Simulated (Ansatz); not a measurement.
## CH4Si (SMILES C[SiH]): methods side by side

CH4Si has 6 atoms, charge 0, and is taken as a singlet. SMILES: `C[SiH]`. The shape is that of a PBE0-D4/def2-TZVP optimisation.

```xyz
6

C    -0.0935   -0.3660   -0.3703
Si    0.9173    0.2098    1.1223
H    -1.1569   -0.4101   -0.1022
H     0.2150   -1.3356   -0.7630
H    -0.0240    0.3820   -1.1708
H     0.1422    1.5200    1.2840
```

Quantity: the energy change with the C1–H5 bond stretched from 1.098 to 2.745 Å, in eV. The values are calculated.

```json
{"level": "SVWN5/STO-3G (restricted)", "kind": "LDA", "program": "Ansatz", "value (eV)": "6.86", "less FCI/STO-3G": "+1.72"}
{"level": "BLYP/STO-3G (restricted)", "kind": "GGA", "program": "Ansatz", "value (eV)": "6.29", "less FCI/STO-3G": "+1.15"}
{"level": "wB97X/STO-3G (restricted)", "kind": "range-separated hybrid", "program": "Ansatz", "value (eV)": "8.31", "less FCI/STO-3G": "+3.17"}
{"level": "B2PLYP/STO-3G (restricted)", "kind": "double hybrid", "program": "Ansatz", "value (eV)": "7.03", "less FCI/STO-3G": "+1.89"}
{"level": "RPA@PBE/STO-3G (restricted)", "kind": "RPA", "program": "Ansatz", "value (eV)": "6.18", "less FCI/STO-3G": "+1.04"}
{"level": "BCCD(T)/STO-3G (restricted)", "kind": "coupled cluster or CI", "program": "Ansatz", "value (eV)": "5.05", "less FCI/STO-3G": "-0.09"}
{"level": "CCSD/STO-3G (restricted)", "kind": "coupled cluster or CI", "program": "Ansatz", "value (eV)": "5.29", "less FCI/STO-3G": "+0.15"}
{"level": "CCSDT/STO-3G (restricted)", "kind": "coupled cluster or CI", "program": "Ansatz", "value (eV)": "5.06", "less FCI/STO-3G": "-0.08"}
{"level": "FCI/STO-3G", "kind": "exact in the basis", "program": "Ansatz", "value (eV)": "5.14", "less FCI/STO-3G": "0.00"}
```

FCI/STO-3G is exact within its basis and frozen core, so for wave-function methods in that basis the difference is their error; functionals converge differently with the basis, so for them it is only a difference. The first shape isn't each level's own minimum. The values span 5.05 to 8.31 eV. All rows use very small basis sets, so none should be taken for the real molecule's value.
